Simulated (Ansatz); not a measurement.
**AlH₅OSi (SMILES [AlH2][O][SiH3]): functionals against CCSD(T) at one geometry**

The task here is to estimate one member of a computed series from the others.

The runs use Ansatz 0.2.0, Gaussian basis; single points in def2-TZVPP.

Cores are frozen in the correlated methods. B3LYP uses VWN-RPA correlation.

## Where the work starts

SMILES `[AlH2][O][SiH3]`, 8 atoms, charge 0, spin multiplicity 1.

Atoms are counted from 1 here; the program's logs count them from 0.

Bond lengths: Al1–O2 1.549 Å, Al1–H4 1.451 Å, Al1–H5 1.751 Å, O2–Si3 1.790 Å, Si3–H6 1.429 Å, Si3–H7 1.368 Å, Si3–H8 1.373 Å. Angles: O2–Al1–H4 126.4°, O2–Al1–H5 113.7°, H4–Al1–H5 119.7°, Al1–O2–Si3 174.9°, O2–Si3–H6 107.5°, O2–Si3–H7 98.1°, O2–Si3–H8 112.1°, H6–Si3–H7 100.1°, H6–Si3–H8 115.0°, H7–Si3–H8 121.8°.

As a file:

```xyz
8
AlH5OSi
Al   -0.9963    1.0117   -1.1132
O    -0.1669    0.1774   -0.1052
Si    0.9080   -0.7903    0.9496
H    -2.3522    0.7347   -1.5491
H    -0.2042    2.4870   -1.6253
H     1.5224   -1.7915    0.1361
H    -0.0540   -1.5412    1.5683
H     1.7806   -0.0035    1.6603
```

The first run:

File run/in.yaml:

```yaml
crystal:
  periodic: [false, false, false]
  atoms:
    - {symbol: Al, position_ang: [-0.996300, 1.011700, -1.113200]}
    - {symbol: O, position_ang: [-0.166900, 0.177400, -0.105200]}
    - {symbol: Si, position_ang: [0.908000, -0.790300, 0.949600]}
    - {symbol: H, position_ang: [-2.352200, 0.734700, -1.549100]}
    - {symbol: H, position_ang: [-0.204200, 2.487000, -1.625300]}
    - {symbol: H, position_ang: [1.522400, -1.791500, 0.136100]}
    - {symbol: H, position_ang: [-0.054000, -1.541200, 1.568300]}
    - {symbol: H, position_ang: [1.780600, -0.003500, 1.660300]}
basis:
  gaussian: {orbitals: def2-TZVPP}
correlation: {method: ccsd_t}
output: {forces: true}
```

No record of the launch command was kept for these runs.

Steps of the session up to this table: CCSD(T)/def2-TZVPP; PBE0-D4/def2-TZVPP; wB97M-V/def2-TZVPP; r2SCAN-D4/def2-TZVPP; PBE-D4/def2-TZVPP; revPBE-D4/def2-TZVPP; B3LYP-D4/def2-TZVPP.

One of the session's tables, all rows but one given; the rest of the session is left out.

```
   method  RMS force component (eV/Å)  angle to CCSD(T) forces (°)  dipole (D)
  CCSD(T)                       2.561                    reference        2.24
  PBE0-D4                       2.513                          2.1        2.19
  wB97M-V                       2.493                          0.8        2.25
r2SCAN-D4                           ?                            ?           ?
   PBE-D4                       2.512                          2.9        2.13
revPBE-D4                       2.532                          3.3        2.14
 B3LYP-D4                       2.481                          0.5        2.21
```

Q: Estimate the row for r2SCAN-D4 from the others.

**Answer.** RMS force component (eV/Å): 2.514; angle to CCSD(T) forces (°): 1.4; dipole (D): 2.19. In the column «RMS force component (eV/Å)» it lies between PBE0-D4 (2.513) and revPBE-D4 (2.532).
